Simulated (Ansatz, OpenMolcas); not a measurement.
**BHF2 (SMILES FBF): methods side by side**

BHF2: 4 atoms, total charge 0, spin state singlet. SMILES: `FBF`. The shape is that of a PBE0-D4/def2-TZVP optimisation.

Quantity: the HOMO–LUMO gap, in eV. The values are calculated.

| level | kind | program | value (eV) | CPU time |
| --- | --- | --- | --- | --- |
| HF/def2-TZVPP | Hartree–Fock | Ansatz | 18.12 | 3.2 s |
| revPBE/def2-TZVPP | GGA | OpenMolcas | 7.81 | 25 s |
| TPSS/def2-TZVPP | meta-GGA | OpenMolcas | 8.20 | 32 s |
| B3LYP/def2-TZVPP | global hybrid | Ansatz | 10.01 | 4.8 s |
| M06-2X/def2-TZVPP | hybrid meta-GGA | OpenMolcas | 13.06 | 30 s |
| wB97M-V/def2-TZVPP | range-separated hybrid | Ansatz | 14.88 | 21 s |
| B2PLYP/def2-TZVPP | double hybrid | OpenMolcas | 13.51 | 20 s |
| PBE-QIDH/def2-TZVPP | double hybrid | Ansatz | 15.27 | 6.6 s |

The values span 7.81 to 18.12 eV. Orbital gaps aren't excitation energies, and those of double hybrids come from the SCF part alone; they tend to grow with the share of exact exchange. CPU times are rough (shared hosts, several kinds of processor): they show what a rung costs within a factor of a few.
